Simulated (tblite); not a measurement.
C₃H₃NS.
SMILES: `c1cscn1`

Structure optimised with GFN2-xTB, isolated species.

Masses are those of the commonest isotopes; rigid-rotor values at the optimised geometry. 

(1) What are A, B and C (MHz)?

(2) What kind of rotor is it?

(3) Is it planar, by Δ = Ic − Ia − Ib?

(4) Give the coordinates in the principal-axis frame, origin at the centre of mass.

(5) Estimate the classical rotational partition function at 25 K, 298.15 K and 500 K.

## Answers

(1) Ia = 58.05, Ib = 91.86, Ic = 149.91 u·Å²; 505379 MHz·u·Å²/I gives A = 8705, B = 5502, C = 3371 MHz.

(2) An asymmetric top: κ = (2 × 5502 − 8705 − 3371)/(8705 − 3371) = -0.20.

(3) Planar: Δ = Ic − Ia − Ib = 0.00 u·Å². For a rigid frame Δ = −2 Σ m c², so it vanishes when all atoms lie in the ab plane; here none is more than 0.01 Å from it.

(4) The sense of each axis is arbitrary; atoms in the order of the calculation.
```tsv
atom	mass (u)	a (Å)	b (Å)	c (Å)
C1	12.000	-1.260	0.697	0.000
C2	12.000	-0.007	1.223	0.000
S3	31.972	1.165	-0.034	0.000
C4	12.000	-0.146	-1.174	0.000
N5	14.003	-1.316	-0.654	0.000
H6	1.008	-2.177	1.258	0.000
H7	1.008	0.292	2.251	0.000
H8	1.008	0.045	-2.228	0.000
```

(5) Point group Cs, symmetry number σ = 1; q = (√π/σ)·√((kT/h)³/(ABC)), k/h = 20836.6 MHz/K: 1660 at 25 K, 68300 at 298.15 K, 148000 at 500 K.

Its GFN2-xTB frequencies are all real (lowest 433 cm⁻¹). These are rigid-rotor constants of the computed structure; measured ground-state constants (B0) also hold zero-point vibration.

Time: under 0.1 s of wall time. Hardware: Arm Neoverse V1, one thread, shared host with 32 logical CPUs at a one-minute load of 9.0. That covers the optimisation of the geometry.
